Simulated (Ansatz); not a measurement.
Consider a ladder of basis sets of H₄NOSi, SMILES N[SiH]O (Ansatz 0.2.0, Python API).

`h4nosi.xyz`
```text
7

N    -0.63880    0.34560   -0.60550
Si    0.21970    0.22140    0.79870
O     1.50740   -0.58660    0.21150
H    -0.20820    1.12530   -1.20910
H    -1.62670    0.69450   -0.40850
H    -0.54990   -0.66940    1.66080
H     1.35780   -1.19880   -0.49360
```

The script, `h4nosi.py`:
```python
"""How the energy of H4NOSi converges with the basis."""

import ansatz as az

config = {
    "method": "mp2",
}


def main() -> None:
    mol = az.Crystal.molecule_from_extxyz("h4nosi.xyz")

    model = (
        mol.calculation()
        .correlation(config["method"])
        .spin("collinear", total=1)
    )

    energies = {}
    for basis in ["cc-pVDZ", "cc-pVTZ"]:
        rep = model.basis(gaussian=basis).run(threads=1, pin="off").report
        size = rep["n_frozen"] + rep["n_occupied"][0] + rep["n_virtual"][0]
        energies[basis] = (rep["reference_energy_ev"] / 27.211386246, rep["free_energy_ev"] / 27.211386246)
        print(f"{basis:14s} {size:4d} orbitals  reference {energies[basis][0]:14.6f} Ha  total {energies[basis][1]:14.6f} Ha")

    # correlation energy at the basis limit from E(X) = E + A / X^3
    small, large = (energies[b][1] - energies[b][0] for b in ("cc-pVDZ", "cc-pVTZ"))
    limit = (3 ** 3 * large - 2 ** 3 * small) / (3 ** 3 - 2 ** 3)
    print(f"correlation energy: {small:.6f} and {large:.6f} Ha, extrapolated {limit:.6f} Ha")
    print(f"share caught by the larger set: {100 * large / limit:.1f} %")


if __name__ == "__main__":
    main()
```

How far does the total energy move along this ladder of basis sets?

Against cc-pVDZ: cc-pVTZ -198.4 mHa. The last step alone is -198.45 mHa. From the first set to the last the time grows from 0.7 to 3.1 s.

The output:

```console
$ python h4nosi.py
cc-pVDZ          66 orbitals  reference    -420.575209 Ha  total    -421.019041 Ha
cc-pVTZ         150 orbitals  reference    -420.654364 Ha  total    -421.217487 Ha
correlation energy: -0.443832 and -0.563123 Ha, extrapolated -0.613350 Ha
share caught by the larger set: 91.8 %
```

Caveats:
- The drop along the ladder measures the basis error, and is no property of the molecule.
- The geometry is a force-field or estimated start, not a minimum of this method, and the last set is no limit. Much of the fall in a total is atomic energy, which cancels in bond and reaction energies.
- The run takes the species as open-shell (spin multiplicity 2), which needn't be its ground state.
- Inner cores stay frozen, so this is valence correlation.
- For Al to Cl the sets with a tight d function, cc-pV(X+d)Z, are usual.
- An extrapolation from small basis sets is rough.
- It ran for 4.2 s on 1 thread of Arm Neoverse V1, with other jobs on the host, peak memory 0.33 GiB.
